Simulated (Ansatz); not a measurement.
# How far each method lies from UCCSDT(Q) for O–C–SiH, quartet

Geometry: that of the O–C–SiH, doublet, kept fixed. The doublet lies 4.0 eV lower here.

```yaml
atoms:
  - { symbol: O, position_ang: [0.0000, 0.0081, 1.7553] }
  - { symbol: C, position_ang: [0.0000, 0.0521, 0.6128] }
  - { symbol: Si, position_ang: [0.0000, -0.0787, -1.2206] }
  - { symbol: H, position_ang: [0.0000, 1.4425, -1.1525] }
```

Basis cc-pVDZ; Ansatz 0.2.0. Correlated methods freeze the noble-gas cores, which leaves 15 electrons in 44 orbitals. Prefix R: restricted or restricted open-shell reference; prefix U: unrestricted.

Full CI isn't at hand for all of this; UCCSDT(Q) serves as the reference, and is uncertain by about the last step of the cluster series. The frozen core follows each run's orbitals, which can shift R against U totals by a few meV.

For open shells CISD is restricted-active-space CI with the open shells as a complete middle space.

- UHF ⟨S²⟩: 3.772
- T1 diagnostic (RCCSD): 0.0412
- largest doubles amplitude (RCCSD): 0.069
- T1 diagnostic (UCCSD): 0.0343

```
    level  E − E(UCCSDT(Q)) (meV)  share of correlation (%)  wall time
      RHF                   10728                      0.00          –
      UHF                   10549                      1.67          –
     RMP2                    1097                     89.78          –
     UMP2                    1137                     89.40          –
     CISD                    1479                     86.21       32 s
    RCCSD                     460                     95.71          –
    UCCSD                     452                     95.79          –
 RCCSD(T)                      80                     99.25      6.5 s
 UCCSD(T)                      81                     99.24        7 s
  BCCD(T)                      79                     99.27        7 s
   RCCSDT                      41                     99.62          –
   UCCSDT                      40                     99.62          –
RCCSDT(Q)                       7                     99.93    1.7 min
```

The correlation energy at UCCSDT(Q), counted from RHF, is -10.728 eV. That run took 86 s on 1 thread of Arm Neoverse V1, shared host.

Times hold each run's SCF and search for its determinant on a shared host, so for small cases they say little of a method's own cost; they ran on 1 thread of Arm Neoverse V1.
